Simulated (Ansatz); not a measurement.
## singlet PH2(+): levels of theory in one basis

```yaml
atoms:
  - { symbol: H, position_ang: [0.0000, 0.3268, -1.0490] }
  - { symbol: P, position_ang: [0.0000, -0.6537, 0.0000] }
  - { symbol: H, position_ang: [0.0000, 0.3268, 1.0490] }
```

Basis set: def2-SVP (spherical functions). Frozen core: 5 orbitals. Charge 1, multiplicity 1.

Computed with Ansatz (development build ahead of 0.2.0); each method stands on the lowest determinant of its kind that the runs found.

```
     method  E − E(RHF) (eV)  <S²> of the determinant
        RHF             0.00                        –
        UHF            -0.12                     0.41
    UHF-MP2            -2.51                     0.41
RHF-CCSD(T)            -3.49                        –
UHF-CCSD(T)            -3.49                     0.41
```

**Question.** What does RHF-MP2 give on the same scale?

**Answer.** -2.63 eV.

Caution for UHF, UHF-MP2, UHF-CCSD(T): the unrestricted determinant is spin contaminated. Caution for UHF-MP2, UHF-CCSD(T): a plain start can end on a higher determinant.
